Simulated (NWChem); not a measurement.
## Correlation energy of chlorine (Cl₂)

```xyz
2

Cl     0.0000     0.0000     1.0128
Cl     0.0000     0.0000    -1.0128
```
Charge 0, spin multiplicity 1.

Everything below was run with NWChem. Structure: optimised with PBE0/def2-SVP, a minimum by its harmonic frequencies.

Basis set: STO-3G. Each correlation energy counts from its own Hartree-Fock reference.

The correlated methods keep 10 core orbitals frozen. Coupled-cluster values serve here as a point of comparison, not as the truth.

```
method        correlation energy (mHa)
------------  ------------------------
MP2                                  ?
SCS-MP2                              ?
CCSD                             -29.7
CCSD+T(CCSD)                     -29.7
CCSD(T)                          -29.7
CR-CCSD[T]                       -29.7
CR-CCSD(T)                       -29.7
CCSDT                            -29.7
```

**Question.** Fill in the missing entries.

**Answer.** 
- MP2, correlation energy (mHa): -19.6
- SCS-MP2, correlation energy (mHa): -23.6
